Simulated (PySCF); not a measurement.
Relaxation of triplet CFCl

Level of theory: UPBE0 in PySCF with C def2-TZVP, F def2-TZVP, Cl def2-TZVP; no relativity; density-fitted integrals. A (50,194) grid was used.

A hand-made linear start, of C∞v symmetry, held to at least that symmetry:

```xyz
3
charge 0 multiplicity 3, angstrom
C     0.0000    0.0000   -0.5220
F     0.0000    0.0000   -1.9120
Cl    0.0000    0.0000    1.2180
```

Optimiser trace:
```csv
step,E − E(last) (kJ/mol),largest gradient (Eh/bohr)
0,34.51,0.06184
1,2.54,0.03963
2,0.98,0.02512
3,0.05,0.00278
4,0.01,0.00137
5,0.00,0.00002
```

It ends at C∞v with C–Cl 1.614 Å, C–F 1.305 Å; Cl–C–F 180.0°. A frequency run shows 2 imaginary modes (one degenerate set), down to 1143i cm⁻¹, so it is a higher-order saddle point. Other isomers or separated fragments may lie lower.

At this level a singlet minimum of Cs symmetry lies 297 kJ/mol below this structure.
